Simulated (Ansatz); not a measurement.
C₃H₆FN, SMILES NC1(F)CC1, a geometry optimisation

Program: the Python package of Ansatz (0.2.0).

Input file `c3h6fn.xyz`:
```text
11

N    -0.58300    1.39630    0.13200
C    -0.08770    0.13210    0.41980
F    -0.04310   -0.15430    1.75840
C    -0.29890   -1.01170   -0.48340
C     1.01030   -0.43870   -0.44550
H    -0.07080    2.15840    0.59970
H    -1.52810    1.50980    0.54920
H    -0.92760   -0.82920   -1.37490
H    -0.52870   -1.96940    0.02860
H     1.78730   -0.99350    0.09700
H     1.33570    0.14310   -1.26030
```

The script, `opt_c3h6fn.py`:
```python
"""Relax the C3H6FN molecule."""

import ansatz as az
import numpy as np


def main() -> None:
    c3h6fn = az.Crystal.molecule_from_extxyz("c3h6fn.xyz")

    setup = (
        c3h6fn.calculation()
        .basis(gaussian="def2-SVP")  # the orbital basis, by name
        .functional("pbe")
    )
    symbols = [site.symbol for site in c3h6fn.cartesian_sites]
    start = np.array([site.position_ang for site in c3h6fn.cartesian_sites], dtype=float)
    def progress(event):
        if event["event"] == "relax_step":
            row = event["data"]
            print(f"step {row['step']:3d}  E = {row['lagrangian_ev']:.6f} eV  largest force component {row['allowed_force_max_ev_ang']:.4f} eV/A")


    report = setup.relax(force_tolerance=0.01).session().plan().execute(on_event=progress).report
    end = np.array(report["positions_ang"])

    for key in ("converged", "free_energy_ev", "reference_energy_ev", "n_frozen", "n_occupied", "n_virtual"):
        print(f"{key:22s} {report[key]}")

    print("final positions (A) and the move of each atom")
    for symbol, xyz, old in zip(symbols, end, start):
        print(f"{symbol:2s} {xyz[0]:10.5f} {xyz[1]:10.5f} {xyz[2]:10.5f}   {np.linalg.norm(xyz - old):7.4f}")


if __name__ == "__main__":
    main()
```

```console
$ python opt_c3h6fn.py
step   1  E = -7400.457567 eV  largest force component 3.4283 eV/A
step   2  E = -7400.682300 eV  largest force component 1.5090 eV/A
step   3  E = -7400.733823 eV  largest force component 0.1987 eV/A
step   4  E = -7400.738786 eV  largest force component 0.0572 eV/A
step   5  E = -7400.739334 eV  largest force component 0.0272 eV/A
step   6  E = -7400.739490 eV  largest force component 0.0088 eV/A
converged              True
free_energy_ev         -7400.739521542616
reference_energy_ev    -7400.739521542616
n_frozen               0
n_occupied             [20, 20]
n_virtual              [80, 80]
final positions (A) and the move of each atom
N    -0.60451    1.41119    0.14438    0.0289
C    -0.07530    0.14038    0.42778    0.0169
F     0.00399   -0.18944    1.78952    0.0665
C    -0.37314   -1.01745   -0.47620    0.0748
C     1.03302   -0.41777   -0.41281    0.0450
H    -0.03601    2.15448    0.56900    0.0466
H    -1.56446    1.50253    0.49953    0.0620
H    -0.98120   -0.82597   -1.37310    0.0537
H    -0.52328   -1.99473    0.00710    0.0337
H     1.80376   -1.00235    0.11199    0.0240
H     1.38254    0.18204   -1.26658    0.0612
```

Caveats:
- Total energies depend on the basis set; only differences at equal settings carry meaning.
- The end point is the stationary point reached from this start; no frequency run checks that it is a minimum, and the basis set is modest.
- Hardware and time: 24 s on 1 thread of Arm Neoverse V1, with other jobs on the host, peak memory 0.26 GiB.

(Lines on the test bed's own set-up are left out of the output.)
